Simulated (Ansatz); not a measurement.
One geometry of the cluster Li₃H₅⁺, several levels of theory.

```yaml
crystal:
  periodic: [false, false, false]
  atoms:
    - {symbol: Li, position_ang: [0.882260, 0.650026, 0.178059]}
    - {symbol: Li, position_ang: [3.642059, 2.281004, 0.924501]}
    - {symbol: Li, position_ang: [-1.843571, -1.039751, -0.532334]}
    - {symbol: H, position_ang: [-3.222687, -2.587798, -0.539899]}
    - {symbol: H, position_ang: [2.338328, 1.204313, 1.107219]}
    - {symbol: H, position_ang: [2.285448, 1.787887, 0.024502]}
    - {symbol: H, position_ang: [-0.501753, -0.204315, -0.185773]}
    - {symbol: H, position_ang: [-3.580094, -2.091365, -0.976264]}
basis:
  gaussian: {orbitals: def2-SVP, initial_orbitals: start.molden}
total_charge: 1
magnetization: {spin_polarized: true, initial_magnetization: 1}
hamiltonian: {xc: pbe, dispersion: d4}
scf: {omitted_lower_state_checks: [starts]}
output: {orbitals: {seedname: orbitals}}
```

The file start.molden holds the orbitals of an earlier run on this structure, at another level or in another basis.

```sh
$ ansatz run in.yaml --threads 4 --pin off --events-out ev --progress --plain --max-ram 3916MiB
```

Output, abridged:

```
Functional definition: PBE
698 factors; their error is unknown
mean field evaluation 1: about -685.1321 eV, gradient 1.9e0 eV
mean field evaluation 2: about -685.1702 eV, gradient 3.8e-2 eV
mean field evaluation 4: about -685.1233 eV, gradient 3.7e-5 eV
mean field -685.12325943 eV, -25.1778153908 hartree, gradient 6.2e-6 eV, S^2 0.750932; 0 other end points of the search recorded, 0 dependent functions left out
reference -685.12332646 eV, -25.1778178543 hartree; 7, 6 occupied and 45, 46 virtual orbitals, 698 factors
Total energy: -685.17488983 eV, -25.1797127730 hartree
Checks for a lower state left out: starts
```

Hardware: 4 threads of Intel Xeon on a shared host. Wall time 1.4 s.

First input, but with `gaussian: {orbitals: def2-TZVP, initial_orbitals: start.molden}`, `hamiltonian: {xc: {name: wB97M-V}}` (abridged; 4.1 s):

```
Functional definition: wB97M-V
mean field -686.65173844 eV, -25.2339859584 hartree, gradient 2.2e-5 eV, S^2 0.751251
Total energy: -686.65181741 eV, -25.2339888605 hartree
Checks for a lower state left out: starts
```

First input, but with `gaussian: {orbitals: def2-TZVP, initial_orbitals: start.molden}`, `output: {forces: true, orbitals: {seedname: orbitals}}` (abridged; 1.4 s):

```
Functional definition: PBE
mean field -685.73221713 eV, -25.2001941735 hartree, gradient 1.6e-5 eV, S^2 0.750989
Total energy: -685.78385232 eV, -25.2020917316 hartree
Atom 0 force    -0.002896    -0.002876    -0.000959 eV/Å
Atom 1 force     0.032375     0.019899     0.008198 eV/Å
Atom 2 force    -0.021302    -0.013256    -0.005549 eV/Å
Atom 3 force     0.091919    -0.132828     0.114892 eV/Å
Atom 4 force    -0.005662    -0.008355     0.007618 eV/Å
Atom 5 force    -0.007433     0.001204    -0.010829 eV/Å
Atom 6 force     0.009534     0.005874     0.002998 eV/Å
Atom 7 force    -0.096535     0.130338    -0.116369 eV/Å
Dipole moment:     0.347434     0.229187     0.080788 e Å
Checks for a lower state left out: starts
```

First input, but with `gaussian: {orbitals: def2-TZVP, initial_orbitals: start.molden}`, `hamiltonian: {xc: {name: LC-wPBE, parameters: {omega: 0.2/bohr}}}` (abridged; 1.8 s):

```
Functional definition: LC-wPBE
mean field -686.49377773 eV, -25.2281810095 hartree, gradient 1.8e-5 eV, S^2 0.751174
Total energy: -686.49377779 eV, -25.2281810115 hartree
Checks for a lower state left out: starts
```

First input, but with `gaussian: {orbitals: def2-TZVP, initial_orbitals: start.molden}`, `hamiltonian: {xc: {name: LC-wPBE, parameters: {omega: 0.15/bohr}}}` (abridged; 1.7 s):

```
Functional definition: LC-wPBE
mean field -686.30690088 eV, -25.2213134119 hartree, gradient 2.1e-5 eV, S^2 0.751067
Total energy: -686.30690099 eV, -25.2213134157 hartree
Checks for a lower state left out: starts
```

As the first input, with `gaussian: {orbitals: def2-TZVP, initial_orbitals: start.molden}`, `hamiltonian: {xc: {name: BLYP}, dispersion: d4}` (abridged; 1.3 s):

```
Functional definition: BLYP
mean field -687.75733923 eV, -25.2746160380 hartree, gradient 7.8e-6 eV, S^2 0.751236
Total energy: -687.86945935 eV, -25.2787363763 hartree
Checks for a lower state left out: starts
```

The first input with `gaussian: {orbitals: def2-TZVP, initial_orbitals: start.molden}`, `hamiltonian: {xc: r2scan, dispersion: d4}` (abridged; 2 s):

```
Functional definition: r2SCAN
mean field -687.62247000 eV, -25.2696596851 hartree, gradient 7.4e-6 eV, S^2 0.751619
Total energy: -687.63680721 eV, -25.2701865681 hartree
Checks for a lower state left out: starts
```

Geometry: PBE0-D4/def2-TZVP.

In the doublet, H4 and H8 lie 0.75 Å apart, H5 and H6 lie 1.23 Å apart (atoms count from 1), so H2 has formed as a molecule. The structure comes from a short search, and lower isomers may exist.
